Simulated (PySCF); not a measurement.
**Deuteron quadrupole couplings in `CC(C)=PP`**

C₃H₈P₂.
Geometry (GFN2-xTB, Å), atoms numbered from 1 in this order:
```
atom  x, y, z in Å
C1    -1.5061   -1.2381   -0.0387
C2    -0.3252   -0.3266    0.0818
C3    -0.6422    1.1263   -0.0453
P4     1.1981   -1.0230    0.2864
P5     2.5016    0.7046    0.4219
H6    -2.0350   -1.0529   -0.9750
H7    -1.2044   -2.2823   -0.0058
H8    -2.2087   -1.0517    0.7754
H9    -1.5448    1.3674    0.5171
H10    0.1785    1.7521    0.3071
H11   -0.8297    1.3749   -1.0923
H12    2.7996    0.7380   -0.9414
H13    3.6139   -0.0882    0.6910
```

Level: PBE0/pcSseg-1 (PySCF, non-relativistic); Q(2H) = 0.00286 b; rigid geometry, the same for H and D, with no vibrational averaging.

Question: Rank these positions by the coupling χzz of a deuteron there, largest first.
A. H10 (methyl hydrogen)
B. H13 (P–H hydrogen)
C. H8 (methyl hydrogen)

Answer: C (207 kHz), A (202 kHz), B (137 kHz).

Question: Tabulate Vzz, the asymmetry η and χzz = 234.96 MHz × Q × Vzz for every hydrogen position.

Answer: 
```
atom  bonded to  bond length (Å)  Vzz (au)     η  χzz (kHz)
  H6         C1            1.091    0.3083  0.03        207
  H7         C1            1.087    0.3109  0.04        209
  H8         C1            1.091    0.3082  0.03        207
  H9         C3            1.090    0.3088  0.03        208
 H10         C3            1.091    0.3001  0.05        202
 H11         C3            1.092    0.3077  0.02        207
 H12         P5            1.396    0.2009  0.06        135
 H13         P5            1.392    0.2033  0.07        137
```

Question: Average by the element that carries the hydrogen.

Answer: on C: 207 kHz over 6 positions, mean bond length 1.091 Å; on P: 136 kHz over 2 positions, mean bond length 1.394 Å.

Question: Give the 2H NMR doublet splittings at H7 for a magnetic field along the z, y and x axes of the gradient: 3χ/2, 3χ(1 + η)/4, 3χ(1 − η)/4.

Answer: With |χ| = 208.9 kHz and η = 0.038: 313, 163 and 151 kHz, to first order and without motion.

One conformer (not necessarily the lowest) at the GFN2-xTB geometry, without solvent, vibrations or thermal averaging. GFN2-xTB bond lengths can be off by several hundredths of an ångström, more for odd bonds, and the gradients follow them. A larger basis could move these couplings by a tenth or more.

These values come from a run that also computed NMR shieldings. Hardware: one thread of an Arm Neoverse N1, no GPU, shared host. Cost: 20 s of wall time.
